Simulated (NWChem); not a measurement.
# Correlation energy of Al

```xyz
1

Al     0.0000     0.0000     0.0000
```
Charge 0, spin multiplicity 2.

All runs are NWChem calculations.

Basis set: cc-pVQZ. Each correlation energy counts from its own Hartree-Fock reference.

The correlated methods keep 5 core orbitals frozen. No SCF solution was tested for a lower state. Open-shell Hartree-Fock references start from PBE0 orbitals. Coupled-cluster values serve here as a point of comparison, not as the truth.

| method | correlation energy (mHa) |
|---|---|
| URI-MP2 | -37.9 |
| CCSD on ROHF | (withheld) |
| CCSD[T] on ROHF | -57.2 |
| CCSD(T) on ROHF | -57.2 |
| UMP2 | -37.9 |
| SCS-UMP2 | (withheld) |
| CCSD on UHF | (withheld) |
| CCSD[T] on UHF | -53.3 |
| CCSD(T) on UHF | -53.3 |

**Question.** What belongs in the gaps?

**Answer.** 
- CCSD on ROHF, correlation energy (mHa): -55.7
- SCS-UMP2, correlation energy (mHa): -43.2
- CCSD on UHF, correlation energy (mHa): -52.0
